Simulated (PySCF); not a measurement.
Cost of excited-state runs on `C1C(CN)C1`, C$_{4}$H$_{9}$N

Geometry (Å), atoms numbered from 1 in this order:
```xyz
14

N     1.9916   -0.4587    0.4808
C     0.6878   -0.9042    0.0160
C    -0.3849    0.0190    0.5111
C    -0.7032    1.2551   -0.2776
C    -1.6805    0.1191   -0.2263
H     2.7252   -1.0675    0.1414
H     2.1841    0.4715    0.1289
H     0.6025   -0.9737   -1.0820
H     0.5151   -1.9124    0.4079
H    -0.4254    0.1156    1.5910
H    -0.9433    2.1659    0.2558
H    -0.1649    1.4071   -1.2068
H    -1.8010   -0.4824   -1.1197
H    -2.5878    0.2508    0.3493
```

PySCF with density fitting, on 1 thread of an AMD EPYC 9R45 96-Core, shared host. Command: `OMP_NUM_THREADS=1 python excited_run.py task.json out`

How long does each of these runs take, and how much memory?
- first hyperpolarisability, CAM-B3LYP/def2-TZVPD; usual settings
- excited states, CAM-B3LYP/def2-TZVPD; Tamm-Dancoff; spin-orbit couplings; 6 states; 5 triplets; quadratic response for 4 states; IEF-PCM ethanol
- excited states, CAM-B3LYP/def2-TZVPD; Tamm-Dancoff; spin-orbit couplings; 6 states; 5 triplets; quadratic response for 4 states
- excited states, CAM-B3LYP/def2-TZVPD; two-photon moments; 8 states; quadratic response for 6 states; 0 triplets


| run | level | basis functions | wall time | peak memory (GiB) |
| --- | --- | --- | --- | --- |
| first hyperpolarisability | CAM-B3LYP/def2-TZVPD | 266 | 17 s | 0.96 |
| excited states | CAM-B3LYP/def2-TZVPD | 266 | 20 s | 1.1 |
| excited states | CAM-B3LYP/def2-TZVPD | 266 | 19 s | 0.94 |
| excited states | CAM-B3LYP/def2-TZVPD | 266 | 23 s | 1 |

Times from a shared host are rough.
